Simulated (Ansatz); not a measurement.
Input file:

```yaml
crystal:
  periodic: [false, false, false]
  atoms:
    - {symbol: O, position_ang: [0.000000, 0.000000, 0.000000]}
    - {symbol: H, position_ang: [0.000000, 0.000000, 1.427000]}
basis:
  gaussian: {orbitals: aug-cc-pVDZ}
total_charge: 1
correlation: {method: fic_mrcisd_q, electrons: outside_noble_gas, active_space: {window: {electrons: 6, orbitals: 5}, shells: [{species: H, l: s, shell: 1}, {species: O, l: s, shell: 2}, {species: O, l: p, shell: 2}]}}
```

```sh
$ ansatz run in.yaml --threads 1 --pin off --events-out ev --progress --plain --max-ram 2393MiB
```

The program prints:

```
487 factors; integrals over basis functions are off by at most 1.8e-7 eV
mean field evaluation 1: about -2034.0947 eV, gradient 2.2e1 eV
mean field evaluation 2: about -2034.0945 eV, gradient 2.2e1 eV
mean field evaluation 4: about -2035.2362 eV, gradient 9.9e-1 eV
mean field evaluation 8: about -2035.2417 eV, gradient 4.0e-4 eV
mean field evaluation 16: about -2035.2417 eV, gradient 4.7e-5 eV
mean field -2035.24167611 eV, -74.7937520608 hartree, gradient 3.0e-6 eV, S^2 0.000000; 2 other end points of the search recorded, 0 dependent functions left out; unrestricted orbitals would lower it
reference -2035.24167611 eV, -74.7937520608 hartree; 4, 4 occupied and 28, 28 virtual orbitals, 487 factors
state -2037.25320724 eV, -74.8676744663 hartree
contracted CI cycle   1: correlation 0.00000000 eV, 0.0000000000 hartree, residual 1.92e1 eV
contracted CI cycle   2: correlation -3.09645110 eV, -0.1137924791 hartree, residual 2.96e0 eV
contracted CI cycle   3: correlation -3.17558895 eV, -0.1167007415 hartree, residual 5.27e-1 eV
contracted CI cycle   4: correlation -3.17867065 eV, -0.1168139919 hartree, residual 1.17e-1 eV
contracted CI cycle   5: correlation -3.17881617 eV, -0.1168193396 hartree, residual 2.13e-2 eV
contracted CI cycle   6: correlation -3.17882092 eV, -0.1168195141 hartree, residual 3.94e-3 eV
contracted CI cycle   7: correlation -3.17882107 eV, -0.1168195196 hartree, residual 6.87e-4 eV
contracted CI cycle   1: correlation 0.00000000 eV, 0.0000000000 hartree, residual 1.92e1 eV
contracted CI cycle   2: correlation -3.09645110 eV, -0.1137924791 hartree, residual 2.96e0 eV
contracted CI cycle   3: correlation -3.17558895 eV, -0.1167007415 hartree, residual 5.27e-1 eV
contracted CI cycle   4: correlation -3.17867065 eV, -0.1168139919 hartree, residual 1.17e-1 eV
contracted CI cycle   5: correlation -3.17881617 eV, -0.1168193396 hartree, residual 2.13e-2 eV
contracted CI cycle   6: correlation -3.17882092 eV, -0.1168195141 hartree, residual 3.94e-3 eV
contracted CI cycle   7: correlation -3.17882107 eV, -0.1168195196 hartree, residual 6.87e-4 eV
state -2037.25320724 eV, -74.8676744663 hartree; corrected -2040.53665391 eV, -74.9883389056 hartree
Total energy: -2040.53665391 eV, -74.9883389056 hartree
Checks for a lower state left out: starts, orbital_swaps
```

Natural occupations: 1.9997 1.9479 1.0000 1.0000 0.0524.

For the same geometry and basis full CI lies 2.0 meV lower.

Ran on 1 thread of Arm Neoverse V1, shared host: 0.6 s wall, 0.15 GiB peak host memory.
